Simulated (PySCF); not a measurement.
Estimate the missing entries of this data sheet.

C4H3NO.
SMILES: `C=CC(=O)C#N`

Conformer (atom-mapped SMILES and torsion angles): `[CH2:1]=[CH:2][C:3](=[O:4])[C:5]#[N:6]`: C1–C2–C3–O4 0°.

```tsv
property	level	value
point group of the GFN2-xTB geometry	GFN2-xTB	?
rotational constants A, B, C of the GFN2-xTB geometry	GFN2-xTB	?
dipole moment	PBE0/pcSseg-1	?
HOMO energy	PBE0/pcSseg-1	-8.85 eV
LUMO energy	PBE0/pcSseg-1	?
13C chemical shifts (computed TMS as zero) by class	GIAO PBE0/pcSseg-1	171.9 (1 C), 144.7 (1 C), 142.4 (1 C), 120.1 (1 C) ppm
1H chemical shifts (computed TMS as zero) by class	GIAO PBE0/pcSseg-1	?
isotropic shieldings of nuclei other than C and H, by class	GIAO PBE0/pcSseg-1	-45 (1 N), -333 (1 O) ppm
largest of the computed one-bond spin–spin couplings (means over like bonds)	B3LYP/pcJ-1	?
```

Gas-phase values; electronic properties from PySCF, density fitting. The structure is a single GFN2-xTB conformer in the gas phase; no vibrational or solvent corrections.

**Question.** The rotational constants A, B, C of the GFN2-xTB geometry?

**Answer.** 8.744, 2.546, 1.972 GHz.

**Question.** The point group of the GFN2-xTB geometry?

**Answer.** Cs.

**Question.** What is the dipole moment?

**Answer.** 4.07 D.

**Question.** Give the LUMO energy.

**Answer.** -3.22 eV.

**Question.** What are the largest of the computed one-bond spin–spin couplings (means over like bonds)?

**Answer.** 13C–1H +172.4, 13C–1H +171.0, 13C–1H +169.6, 13C–13C +86.3, 13C–13C +79.0, 13C–13C +64.5, 17O–13C +29.4, 15N–13C -19.0 Hz.

**Question.** What are the 1H chemical shifts (computed TMS as zero) by class?

**Answer.** 7.23 (1 H), 6.93 (1 H), 6.52 (1 H) ppm.

 With B = h/(8π²I), that is 505.379 GHz u Å² over I, the principal moments of inertia are 57.8, 198.5 and 256.3 u Å² (most abundant isotopes); the inertial defect Ic − Ia − Ib is 0.0 u Å² (zero for a rigid planar frame, negative otherwise). The rotational constants make it an asymmetric top with κ = (2B − A − C)/(A − C) = -0.83, nearer the prolate limit (−1).

For the spin–spin coupling job (B3LYP/pcJ-1), the run took 34 s wall on one thread of an x86-64 server, shared host.
